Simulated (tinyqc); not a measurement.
Inside a calculation. Method: RKS/BLYP in the sto-6g basis, for H2F+, spin multiplicity 1. One step of it, computed by the program tinyqc.

Problem. Iteration 10 (converged): orbitals. Diagonalise F' = X^T F X, C = X C', fill 5 alpha and 5 beta electrons from the bottom; D = 2 C_occ C_occ^T. Each column has its largest component positive (the first on a tie).

converged F (hartree), lower triangle:
```
             1F 1s      1F 2s     1F 2px     1F 2py     1F 2pz      2H 1s      3H 1s
1F 1s   -24.921660
1F 2s    -6.081213  -2.834189
1F 2px    0.000000   0.000000  -0.625657
1F 2py    0.000561   0.004765   0.000000  -0.700451
1F 2pz   -0.013943  -0.092482   0.000000   0.001852  -0.667950
2H 1s    -0.573797  -0.551793   0.000000  -0.248341  -0.183855  -0.634633
3H 1s    -0.635644  -0.600491   0.000000   0.266564  -0.196873  -0.146835  -0.648027
```

X:
```
                1          2          3         4          5          6          7
1F 1s   -0.454922  -0.072958   0.654614  0.000000  -0.593548   0.020482   0.258791
1F 2s    0.912235   0.105702  -0.208476  0.000000  -0.269474   0.020260   0.503106
1F 2px   0.000000   0.000000   0.000000  1.000000   0.000000   0.000000   0.000000
1F 2py  -0.099739   0.764227   0.008257  0.000000   0.004731   0.700499  -0.020571
1F 2pz   0.320289   0.028500   0.705838  0.000000   0.630247   0.001589   0.189348
2H 1s   -0.424068  -0.715872  -0.266244  0.000000   0.227859   0.421054   0.371620
3H 1s   -0.610373   0.599796  -0.245462  0.000000   0.211273  -0.391153   0.403567
```

Give: F' = X^T F X; orbital energies; coefficients C; D after iteration 10.

Solution.

F' = X^T F X (hartree), lower triangle:
```
        1       2       3       4        5       6       7
1  -2.367
2  -0.371  -0.392
3   3.929   0.725  -9.146
4   0.000   0.000   0.000  -0.626
5  -4.028  -0.759   9.284   0.000  -10.885
6   0.150  -0.005  -0.359   0.000    0.396  -0.816
7   2.095   0.420  -5.638   0.000    6.308  -0.246  -5.000
```

orbital energies (hartree): MO1 -24.926, MO2 -1.447, MO3 -0.803, MO4 -0.703, MO5 -0.626, MO6 -0.406, MO7 -0.321

coefficients C:
```
           MO1     MO2     MO3     MO4    MO5     MO6     MO7
1F 1s    0.997  -0.242  -0.005   0.063  0.000   0.064   0.011
1F 2s    0.014   0.977   0.026  -0.316  0.000  -0.392  -0.069
1F 2px   0.000   0.000   0.000   0.000  1.000   0.000   0.000
1F 2py   0.000  -0.006   0.752   0.022  0.000  -0.085   0.716
1F 2pz   0.001   0.113  -0.020   0.834  0.000  -0.566  -0.077
2H 1s   -0.002   0.067   0.352   0.297  0.000   0.749  -0.595
3H 1s   -0.002   0.074  -0.367   0.274  0.000   0.578   0.777
```

D after iteration 10, lower triangle:
```
         1F 1s   1F 2s  1F 2px  1F 2py  1F 2pz   2H 1s  3H 1s
1F 1s    2.113
1F 2s   -0.485   2.108
1F 2px   0.000   0.000   2.000
1F 2py  -0.002   0.012   0.000   1.132
1F 2pz   0.053  -0.308   0.000   0.006   1.417
2H 1s   -0.003  -0.040   0.000   0.541   0.496   0.433
3H 1s   -0.002  -0.048   0.000  -0.541   0.489  -0.086  0.431
```
